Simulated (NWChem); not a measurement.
The numbers come from NWChem runs, not from measurements. System: OSi, charge 0, spin multiplicity 1, displaced from the optimised geometry. Level: PBE/def2-TZVP.

Job file:

```
start mol
memory heap 200 mb stack 800 mb global 1000 mb
geometry units angstroms nocenter noautoz
  Si     0.000000     0.000000     0.573114
  O      0.000000     0.000000    -1.002950
  symmetry group C2v
end
basis spherical
  * library def2-tzvp
end
dft
  xc xpbe96 cpbe96
  semidirect memsize 60000000 filesize 0
  iterations 100
  grid xcoarse
end
task dft gradient
```

Output (cleaned and shortened):

```
             Northwest Computational Chemistry Package (NWChem) 7.3.0
             --------------------------------------------------------

                                NWChem Input Module
                                -------------------

 Scaling coordinates for geometry "geometry" by  1.889725989
 (inverse scale =  0.529177249)

 Turning off AUTOSYM since
 SYMMETRY directive was detected!

                             Geometry "geometry" -> ""
                             -------------------------

 Output coordinates in angstroms (scale by  1.889725989 to convert to a.u.)

  No.       Tag          Charge          X              Y              Z
 ---- ---------------- ---------- -------------- -------------- --------------
    1 Si                  14.0000     0.00000000     0.00000000     0.57311400
    2 O                    8.0000     0.00000000     0.00000000    -1.00295000

 Effective nuclear repulsion energy (a.u.)      37.6049778994

            Nuclear Dipole moment (a.u.)
            ----------------------------
        X                 Y               Z
 ---------------- ---------------- ----------------
     0.0000000000     0.0000000000    -0.0000075589

      Symmetry information
      --------------------

 Group name             C2v
 Group number             16
 Group order               4
 No. of unique centers     2

      Symmetry unique atoms

     1    2


 Summary of "ao basis" -> "" (spherical)
 ------------------------------------------------------------------------------
       Tag                 Description            Shells   Functions and Types
 ---------------- ------------------------------  ------  ---------------------
 *                         def2-tzvp                  on all atoms

  pbe96 is a nonlocal functional; adding pw91lda local functional.

                                 NWChem DFT Module
                                 -----------------

 Summary of "ao basis" -> "ao basis" (spherical)
 ------------------------------------------------------------------------------
       Tag                 Description            Shells   Functions and Types
[...]
     2   1 1 0      0.000000      0.000000      0.000000      0.000000
     2   1 0 1      0.000000      0.000000      0.000000      0.000000
     2   0 2 0    -12.300670     -6.150335     -6.150335      0.000000
     2   0 1 1      0.000000      0.000000      0.000000      0.000000
     2   0 0 2    -14.976397    -30.067511    -30.067511     45.158625

            General Information
            -------------------
          SCF calculation type: DFT
          Wavefunction type:  closed shell.
          No. of atoms     :     2
          No. of electrons :    22
           Alpha electrons :    11
            Beta electrons :    11
          Charge           :     0
          Spin multiplicity:     1
          Use of symmetry is: on ; symmetry adaption is: on
          Maximum number of iterations: 100
          AO basis - number of functions:    68
                     number of shells:    24
          Convergence on energy requested:  1.00D-06
          Convergence on density requested:  1.00D-05
          Convergence on gradient requested:  5.00D-04

              XC Information
              --------------
          PerdewBurkeErnzerhof Exchange Functional  1.000
            Perdew 1991 LDA Correlation Functional  1.000 local
           PerdewBurkeErnz. Correlation Functional  1.000 non-local

             Grid Information
             ----------------
          Grid used for XC integration:  xcoarse
          Radial quadrature: Mura-Knowles
          Angular quadrature: Lebedev.
          Tag              B.-S. Rad. Rad. Pts. Rad. Cut. Ang. Pts.
          ---              ---------- --------- --------- ---------
          Si                  1.10       42           6.0       194
          O                   0.60       21           7.0       194
          Grid pruning is: on
          Number of quadrature shells:    63
          Spatial weights used:  Erf1

          Convergence Information
          -----------------------
          Convergence aids based upon iterative change in
          total energy or number of iterations.
          Levelshifting, if invoked, occurs when the
          HOMO/LUMO gap drops below (HL_TOL):  1.00D-02
          DIIS, if invoked, will attempt to extrapolate
          using up to (NFOCK): 10 stored Fock matrices.

                    Damping( 0%)  Levelshifting(0.5)       DIIS
                  --------------- ------------------- ---------------
          dE  on:    start            ASAP                start
          dE off:    2 iters        100 iters           100 iters

      Screening Tolerance Information
      -------------------------------
          Density screening/tol_rho:  1.00D-10
          AO Gaussian exp screening on grid/accAOfunc:  14
          CD Gaussian exp screening on grid/accCDfunc:  20
          XC Gaussian exp screening on grid/accXCfunc:  20
          Schwarz screening/accCoul:  1.00D-08

                            NWChem DFT Gradient Module
                            --------------------------

  charge          =   0.00
  wavefunction    = closed shell

  Using symmetry

                         DFT ENERGY GRADIENTS

    atom               coordinates                        gradient
                 x          y          z           x          y          z
   1 Si      0.000000   0.000000   1.083028    0.000000   0.000000   0.042828
   2 O       0.000000   0.000000  -1.895301    0.000000   0.000000  -0.042828

                 ----------------------------------------
                 |  Time  |  1-e(secs)   |  2-e(secs)   |
                 ----------------------------------------
                 |  CPU   |       0.00   |       3.63   |
                 ----------------------------------------
                 |  WALL  |       0.00   |       3.63   |
                 ----------------------------------------

 Task  times  cpu:        5.1s     wall:        5.1s

 Total times  cpu:        5.2s     wall:        5.2s
```
